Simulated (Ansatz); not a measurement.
**1T (CdI2-type) PtSe₂: elastic constant C12 by level of theory**

No measured value is used here.

```csv
level (code),value (GPa),cell (Å³/atom)
PBE (Ansatz),31.0,26.32
PBEsol (Ansatz),63.0,19.83
PBE-D3(BJ) (Ansatz),61.3,19.79
PBE-D4 (Ansatz),61.7,19.81
r²SCAN (Ansatz),44.2,23.26
HSE06 (Ansatz),35.1,26.09
```

Density-functional levels without +SOC have no spin–orbit coupling. PBE, PBEsol, r²SCAN, HSE06: the cell comes from a level without a dispersion term, which matters for the spacing of layers, chains or molecules. PBEsol, PBE-D3(BJ), PBE-D4: the solid has no gap at this level, which affects its response. PBE-D3(BJ), PBE-D4: the dispersion coefficients are held fixed in the derivatives. Each level is taken at its own relaxed cell. Cutoffs and k meshes differ between the levels. Ansatz's density-functional and Hartree–Fock values are scalar-relativistic unless marked +SOC, with PAW data made under PBE.

Ansatz is a program for electronic structure.
